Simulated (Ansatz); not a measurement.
C₄H₇N (`C=C=CCN`), charge 0, multiplicity 1.

Problem. Give a relaxed structure at PBE0-D4/def2-TZVP (Ansatz). (Best estimate.)

Solution. The calculation gave: 
Cartesian coordinates in Å:
```
C -0.321 -0.580 2.467
C -0.251 -0.652 1.171
C -0.171 -0.720 -0.126
C 0.610 0.241 -0.973
N -0.261 0.830 -1.980
H -1.101 -0.007 2.959
H 0.395 -1.095 3.100
H -0.712 -1.502 -0.655
H 1.112 0.967 -0.319
H 1.395 -0.314 -1.500
H -0.962 1.411 -1.536
H 0.269 1.421 -2.608
```
This is one stationary point; other conformers may exist.
